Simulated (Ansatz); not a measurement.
Cost and result for the atomization energy of `CC=C=CCl` (10 atoms, 9 bonds).

Cartesian coordinates in Å:
```
C 1.103 0.689 -0.990
C 0.664 0.194 0.352
C -0.516 -0.282 0.621
C -1.698 -0.744 0.888
Cl -2.111 -2.423 0.740
H 1.408 1.737 -0.930
H 0.306 0.597 -1.727
H 1.971 0.122 -1.339
H 1.394 0.237 1.160
H -2.521 -0.127 1.226
```

Charge 0, multiplicity 1. All single points use the PBE0-D4/def2-TZVP geometry. Program: Ansatz. All runs use 4 threads of an AMD EPYC 7R43 on a shared host. Times are those of one run each, without the atoms' runs, and a repeat can differ threefold. Electronic energies, without spin–orbit coupling; frozen cores. CCSD(T)/CBS adds CCSD(T) − MP2 in def2-TZVPP to the MP2 limit, and its time is that of the two runs behind it. T1 = 0.011. B3LYP takes the VWN-RPA correlation (the form of Gaussian; ORCA's B3LYP/G).

CCSD(T)/CBS is a level of theory with its own doubt, some kJ/mol a heavy atom from the limit and from the frozen cores, so smaller differences don't rank the functionals.

```tsv
level	functions	wall time	atomization (kJ/mol)	difference from CCSD(T)/CBS	per bond
PBE-D4/def2-TZVPP (with forces)	236	2.4 s	4236.2	158.7	17.6
PBE0-D4/def2-TZVPP	236	2.7 s	4147.5	70.0	7.8
r2SCAN-D4/def2-TZVPP (with forces)	236	4.1 s	4118.3	40.8	4.5
B3LYP-D4/def2-TZVPP (with forces)	236	4.3 s	4098.0	20.5	2.3
B2PLYP/def2-TZVPP	236	4.9 s	4056.2	-21.3	-2.4
ωB97X-V/def2-TZVPP	236	6.5 s	4084.9	7.4	0.8
ωB97M-V/def2-TZVPP (with forces)	236	9 s	4102.5	25.0	2.8
MP2/def2-QZVPP	448	24 s	4122.5	45.0	5.0
CCSD(T)/def2-TZVPP	236	96 s	3979.5	-98.0	-10.9
CCSD(T)/CBS(def2)	–	120 s	4077.5	0.0	0.0
```

From PBE to PBE0 (25 % exact exchange), in def2-TZVPP and without D4, the atomization energy moves by −85.8 kJ/mol: exact exchange takes away binding that semilocal exchange gives to molecules. In def2-TZVPP, CCSD(T) changes the Hartree–Fock value by +985.3 kJ/mol (the triples alone add +73.2 kJ/mol) and MP2 by +1070.8 kJ/mol; breaking electron pairs costs correlation energy, which Hartree–Fock lacks. The D4 term adds +29.3 kJ/mol with B3LYP and +15.5 kJ/mol with PBE0; it sums over pairs of atoms, weighted by their polarisabilities, and B3LYP, whose exchange is more repulsive, gets the larger term.
